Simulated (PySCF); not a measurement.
# Si(OH)2: singlet, from a bent start

The task is one start of a wider search on Si(OH)2: the singlet, from a bent start. It is relaxed, tested by its Hessian and followed downhill if it is a saddle.

The runs use PySCF 2.14.0; PBE0, basis Si def2-TZVP, O def2-TZVP, H def2-TZVP, no relativity, density fitting.

**1. Where the work starts**

5 atoms, charge 0, spin multiplicity 1.

Bond lengths: Si1–O2 1.790 Å, Si1–O3 1.790 Å, O2–H4 0.960 Å, O3–H5 0.960 Å. Angles: O2–Si1–O3 110.0°, Si1–O2–H4 130.0°, Si1–O3–H5 130.0°.

```xyz
5
charge 0 multiplicity 1
Si    0.0000    0.0000    0.0000
O     1.4663    0.0000    1.0267
O    -1.4663    0.0000    1.0267
H     1.9718   -0.7354    1.3806
H    -1.9718    0.7354    1.3806
```

**2. The SCF at the typed geometry**

The steps below are one call of a driver around PySCF. For each, scf.py gives the equivalent set-up of the SCF; relaxations use the driver's own optimiser. After this first run the driver tries any further starts and a stability analysis.

Input file scf.py:

```python
from pyscf import gto, scf, dft
mol = gto.M(atom='''
Si     0.000000     0.000000     0.000000
O      1.466300     0.000000     1.026700
O     -1.466300     0.000000     1.026700
H      1.971800    -0.735400     1.380600
H     -1.971800     0.735400     1.380600''',
    basis={'Si': 'def2-TZVP', 'O': 'def2-TZVP', 'H': 'def2-TZVP'},
    charge=0, spin=0)
mf = dft.RKS(mol, xc='PBE0')
mf.grids.atom_grid = (50, 194)
aux = {'Si': 'def2-universal-JKFIT', 'O': 'def2-universal-JKFIT', 'H': 'def2-universal-JKFIT'}
mf = mf.density_fit(auxbasis=aux)
mf.conv_tol = 1e-08
mf.diis_space = 10
mf.max_cycle = 60
mf.init_guess = 'minao'
mf.verbose = 4
mf.kernel()
```

The run is started by

```sh
$ OMP_NUM_THREADS=2 python axn.py task.json out
```

Further steps of the session: Bent start, singlet: relaxation; Frequencies.

What does the calculation give? Wanted: minimum; geometry; wavenumbers; dipole moment; highest occupied, lowest empty level; polar-tensor charge of Si1; zero-point energy; atomisation energy.

**Answer**, as computed:

| quantity | value |
| --- | --- |
| minimum | singlet, C2v |
| geometry | O–H 0.960 Å (×2), Si–O 1.649 Å (×2); H–O–Si 114.7° (×2), O–Si–O 97.5° |
| wavenumbers (cm⁻¹) | 345 (a1), 432 (a2), 496 (b1), 769 (b2), 823 (a1), 886 (a1), 895 (b2), 3905 (a1), 3906 (b2) |
| dipole moment | 1.40 D |
| highest occupied, lowest empty level | -6.87, -1.10 eV |
| polar-tensor charge of Si1 | +0.84 e |
| zero-point energy | 74.5 kJ/mol |
| entropy at 298.15 K | 264.2 J/(mol K) |
| atomisation energy (no zero-point energy) | 1872 kJ/mol |

What this shows: From C2 at the start the molecule goes to a C2v minimum. In the infrared the band at 769 cm⁻¹ (b2) leads. Other starts or spin states, not run here, may lie lower.
